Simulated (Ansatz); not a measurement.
A cut through the energy surface

BHSCl (SMILES S[B]Cl), doublet, at its PBE0-D4/def2-TZVP minimum:

S1  (0.566, -0.789, 0.531)
B2  (-0.300, 0.476, -0.346)
Cl3  (-2.014, 0.616, -0.427)
H4  (1.803, -0.363, 0.221)
(Å)

The dihedral angle H4–S1–B2–Cl3 (-180.0° at the minimum) is set to the values below, the two halves turning rigidly about the central bond. Each method's energies count from its own value at the PBE0-D4 minimum structure. Ansatz 0.2.0; basis: def2-TZVPP; cores frozen in the correlated methods; orbitals are unrestricted. B3LYP uses VWN-RPA correlation.

CCSD(T) energies along the scan:
```tsv
dihedral angle (°)	CCSD(T) (eV)
-163.5	0.0394
-123.5	0.3945
-83.5	0.6188
-43.5	0.2723
-3.5	0.0551
36.5	0.2114
76.5	0.5809
116.5	0.4706
156.5	0.0789
```
They count from the CCSD(T) energy at the PBE0-D4 minimum.

Largest difference from the CCSD(T) curve over the scan: r2SCAN-D4 0.0230; B3LYP-D4 0.0091; MP2 0.0079 eV. Each curve counts from its own value at the minimum.

T1 diagnostic: at most 0.018. ⟨S²⟩ of the unrestricted Hartree–Fock references: 0.76 (a pure state has 0.75).

For scale, one of the runs: CCSD(T)/def2-TZVPP, 129 basis functions (an equivalent command: `ansatz run in.yaml --threads 2`). Time: 46 s of wall clock on 2 CPU threads; the host was shared. Peak host memory: 1.2 GiB.
